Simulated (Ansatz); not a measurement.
System: rock-salt ZrC. Method: LDA in Ansatz (PAW).

Numerical settings: plane-wave cutoff 520 eV, 24×24×24 k mesh, Fermi–Dirac smearing 0.059 eV (set by the program), scalar-relativistic PAW data made under PBE.

Computed at the level's own relaxed cell.

What does this level give for the elastic constant C11, polycrystal shear modulus (Hill average), Voigt–Reuss–Hill bulk modulus, elastic constant C12 and elastic constant C44?


* **elastic constant C11**: 521 GPa
* **polycrystal shear modulus (Hill average)**: 177 GPa
* **Voigt–Reuss–Hill bulk modulus**: 247 GPa
* **elastic constant C12**: 110 GPa
* **elastic constant C44**: 160 GPa

Measured, for comparison: elastic constant C11 470 GPa, elastic constant C12 100 GPa, elastic constant C44 160 GPa (temperature not stated, no zero-point or thermal correction; as tabulated in Wu et al. (2005), arXiv:cond-mat/0412374). Computed (rounded) less measured: elastic constant C11 +11 %, elastic constant C12 +10 %, elastic constant C44 0.0 %.

Elastic constants are with the ions relaxed.

Ansatz is an electronic-structure program.
